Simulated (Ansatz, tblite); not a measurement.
# TeH2: charged states by level of theory

One table from this session's results is given with a row withheld; the runs are named, their logs left out.

Method: as each input shows; program: Ansatz 0.2.0, Gaussian basis.

The runs, in order: charge +1 doublet, at the geometry of the singlet (PBE0-D4/def2-TZVP, PBE-D4/def2-TZVP, r2SCAN-D4/def2-TZVP, CCSD(T)/def2-TZVPP); charge -1 doublet, at the geometry of the singlet (PBE0-D4/def2-TZVPD, PBE-D4/def2-TZVPD, r2SCAN-D4/def2-TZVPD, CCSD(T)/def2-TZVPD); the starting singlet's energies come from earlier runs.

6 further runs of the same task are left out: 2 that didn't finish, 4 set aside as unsound or not needed.

## The structure

The singlet was relaxed beforehand with PBE0-D4/def2-TZVP.

3 atoms, charge 0, spin multiplicity 1.

Atoms are counted from 1 here; the program's logs count them from 0.

Bond lengths: Te1–H2 1.656 Å, Te1–H3 1.656 Å. Angles: H2–Te1–H3 90.3°.

Te takes a core potential in the def2 sets. No spin-orbit coupling is included.

Set-up of the first run:

in.yaml

```yaml
crystal:
  periodic: [false, false, false]
  atoms:
    - {symbol: Te, position_ang: [0.004796, -0.007981, -0.778337]}
    - {symbol: H, position_ang: [1.171472, -0.017173, 0.396620]}
    - {symbol: H, position_ang: [-1.176269, 0.025155, 0.381717]}
basis:
  gaussian: {orbitals: def2-TZVP}
total_charge: 1
magnetization: {spin_polarized: true, initial_magnetization: 1}
hamiltonian: {xc: pbe0, dispersion: d4}
output: {orbitals: {seedname: orbitals}}
```

Launch:

```
> ansatz run in.yaml --threads 4 --pin off --events-out ev --progress --plain --max-ram 3916MiB
```

Steps of the session up to this table: Charge +1 doublet at the fixed geometry, PBE0-D4/def2-TZVP; Charge +1 doublet at the fixed geometry, PBE-D4/def2-TZVP; Charge +1 doublet at the fixed geometry, r2SCAN-D4/def2-TZVP; Charge +1 doublet at the fixed geometry, CCSD(T)/def2-TZVPP.

One table of the session follows, with a row left open; its other results are not shown here.

It belongs to the step «Vertical ionisation energy». 

```
             method  vertical ionisation energy (eV)
      HF/def2-TZVPP                                ?
   PBE-D4/def2-TZVP                             8.96
r2SCAN-D4/def2-TZVP                             8.95
  PBE0-D4/def2-TZVP                             8.98
     MP2/def2-TZVPP                             8.99
    CCSD/def2-TZVPP                             8.89
 CCSD(T)/def2-TZVPP                             8.94
```

Q: Estimate the row for HF/def2-TZVPP from the others.

As computed: vertical ionisation energy (eV): 8.03. In the column «vertical ionisation energy (eV)» it is the lowest.
